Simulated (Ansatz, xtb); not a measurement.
**Relative energy of two isomers of C2FO2**

We compare a, `O=C1O[C]1F`, a doublet, with b, `F[C]1O[C]O1`, a doublet. Both are isolated molecules in the gas phase, relaxed with r2SCAN-D4/def2-SVP.

a (Å):

```yaml
atoms:
  - { symbol: C, position_ang: [1.6695, -0.0250, 0.8881] }
  - { symbol: C, position_ang: [2.0858, -1.3683, 0.6414] }
  - { symbol: F, position_ang: [2.0009, -2.4291, 1.4088] }
  - { symbol: O, position_ang: [1.0022, 0.9374, 1.0133] }
  - { symbol: O, position_ang: [3.0211, -0.3539, 0.9957] }
```

b (Å):

```xyz
5

C    -0.6002    1.5570    3.1413
C    -0.2772   -0.2150    2.4510
F    -0.8159    2.7404    3.6024
O    -1.0019    1.1099    2.0233
O     0.0506    0.6379    3.7271
```

Estimate E(b) − E(a) at the level CCSD(T)/def2-SVP + ΔMP2/def2-TZVPP.

Calculated at CCSD(T)/def2-SVP + ΔMP2/def2-TZVPP: E(b) − E(a) = +1.424 eV, so structure a lies lower.

The same difference at several levels:

```tsv
level	geometry	E(b) − E(a) (eV)	departure from the last row (eV)	job, with rough time for the two
GFN2-xTB	GFN2-xTB	+1.019	−0.405	optimisation, 0.76 s
HF/STO-3G	GFN2-xTB	+0.736	−0.688	single point, 3.4 s
r2SCAN-D4/def2-SVP//GFN2-xTB	GFN2-xTB	+1.668	+0.244	single point, 13 s
r2SCAN-D4/def2-SVP	r2SCAN-D4/def2-SVP	+1.597	+0.173	optimisation, 3.5 min
HF/def2-SVP	r2SCAN-D4/def2-SVP	+1.393	−0.031	part of the CCSD(T) run
MP2/def2-SVP	r2SCAN-D4/def2-SVP	+1.823	+0.399	part of the CCSD(T) run
CCSD(T)/def2-SVP	r2SCAN-D4/def2-SVP	+1.593	+0.169	single point
CCSD(T)/def2-SVP + ΔMP2/def2-TZVPP	r2SCAN-D4/def2-SVP	+1.424		single point, 1.7 min
```

As drawn, b has 2 C–O in place of 1 C=O, 1 C–C. Structure a has a 3-membered ring, b a 4-membered ring.

The levels shown agree on the order. The largest departure from CCSD(T)/def2-SVP + ΔMP2/def2-TZVPP is that of HF/STO-3G, 0.688 eV. The last row adds to CCSD(T) the change of the MP2 difference between the two basis sets, here −0.169 eV, a large step that makes the value less sure.

With harmonic frequencies from r2SCAN-D4/def2-SVP (ideal gas, rigid rotor, one conformer each, 298.15 K, 1 atm): the zero-point term adds −0.035 eV; ΔH is +1.396 and ΔG +1.409 eV.

Open shells are spin-unrestricted. The correlated steps freeze 5 core orbitals. Mirror images aren't counted in ΔG. Run with Ansatz 0.2.0, xtb 6.7.1; the last row on 1 thread of AMD EPYC (Zen 3) on a shared host.
